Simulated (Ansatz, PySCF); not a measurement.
Species: CF3, net charge 0, doublet state. It need not be the lowest isomer of its formula. SMILES: F[C](F)F
Coordinates optimised at B3LYP-D3(BJ)/def2-TZVP (Ansatz, a program for electronic structure):
```xyz
4

C      0.0017    -0.0026     0.3251
F     -0.0171     1.2604    -0.0619
F      1.0990    -0.6148    -0.0830
F     -1.0831    -0.6438    -0.0717
```
Charge 0, spin multiplicity 2.

Quantity: atomisation energy (electronic, to ground-state atoms), in kcal/mol. Correlated levels leave the core frozen unless marked. Open shells are spin-unrestricted. No spin-orbit coupling. Non-relativistic. The coupled-cluster limit lacks core correlation, which all-electron functionals hold. Basis-set limits of correlation are two-point, X^-3; Hartree-Fock from the larger set. [CCSD(T)-MP2]/basis is that difference in the basis named.

```json
[
 {"level": "PBE-D4/def2-TZVPD", "program": "Ansatz + dftd4", "atomisation energy (kcal/mol)": "372.3", "minus last row": "27.0"},
 {"level": "BP86-D3(BJ)/def2-TZVPD", "program": "PySCF + dftd3", "atomisation energy (kcal/mol)": "367.6", "minus last row": "22.3"},
 {"level": "BP86-D4/def2-TZVPD", "program": "PySCF + dftd4", "atomisation energy (kcal/mol)": "367.5", "minus last row": "22.2"},
 {"level": "r2SCAN-D4/def2-TZVPD", "program": "Ansatz + dftd4", "atomisation energy (kcal/mol)": "354.3", "minus last row": "9.0"},
 {"level": "B3LYP-D4/def2-TZVPD", "program": "Ansatz + dftd4", "atomisation energy (kcal/mol)": "344.0", "minus last row": "-1.3"},
 {"level": "PBE0/def2-SVP", "program": "Ansatz", "atomisation energy (kcal/mol)": "360.1", "minus last row": "14.8"},
 {"level": "BHLYP-D4/def2-TZVPD", "program": "Ansatz + dftd4", "atomisation energy (kcal/mol)": "317.5", "minus last row": "-27.8"},
 {"level": "r2SCANh-D4/def2-TZVPD", "program": "Ansatz + dftd4", "atomisation energy (kcal/mol)": "347.3", "minus last row": "2.0"},
 {"level": "LC-wPBE-D4/def2-TZVPD", "program": "Ansatz + dftd4", "atomisation energy (kcal/mol)": "355.8", "minus last row": "10.5"},
 {"level": "B2GP-PLYP-D4/def2-TZVPD", "program": "Ansatz + dftd4", "atomisation energy (kcal/mol)": "341.5", "minus last row": "-3.8"},
 {"level": "B2PLYP-D3(BJ)/def2-TZVPD", "program": "Ansatz + dftd3", "atomisation energy (kcal/mol)": "343.4", "minus last row": "-1.9"},
 {"level": "MP2/6-31G*", "program": "Ansatz", "atomisation energy (kcal/mol)": "344.6", "minus last row": "-0.7"},
 {"level": "RI-MP2/cc-pVQZ", "program": "Ansatz", "atomisation energy (kcal/mol)": "362.6", "minus last row": "17.3"},
 {"level": "SCS-MP2/6-31G*", "program": "Ansatz", "atomisation energy (kcal/mol)": "330.8", "minus last row": "-14.5"},
 {"level": "SCS-MP2/aug-cc-pVDZ", "program": "Ansatz", "atomisation energy (kcal/mol)": "323.8", "minus last row": "-21.5"},
 {"level": "CCSD/6-31G", "program": "Ansatz", "atomisation energy (kcal/mol)": "249.1", "minus last row": "-96.2"},
 {"level": "CCSD/6-31G*", "program": "Ansatz", "atomisation energy (kcal/mol)": "318.4", "minus last row": "-26.9"},
 {"level": "CCSD(T)/STO-3G", "program": "Ansatz", "atomisation energy (kcal/mol)": "260.2", "minus last row": "-85.1"},
 {"level": "CCSD(T) with core electrons/cc-pwCVTZ", "program": "Ansatz", "atomisation energy (kcal/mol)": "334.9", "minus last row": "-10.4"},
 {"level": "RI-MP2/CBS(cc-pVTZ,cc-pVQZ)+[CCSD(T)-MP2]/cc-pVDZ", "program": "Ansatz", "atomisation energy (kcal/mol)": "346.2", "minus last row": "0.9"},
 {"level": "RI-MP2/CBS(aug-cc-pVTZ,aug-cc-pVQZ)+[CCSD(T)-MP2]/aug-cc-pVTZ", "program": "Ansatz", "atomisation energy (kcal/mol)": "345.3", "minus last row": "0.0"}
]
```
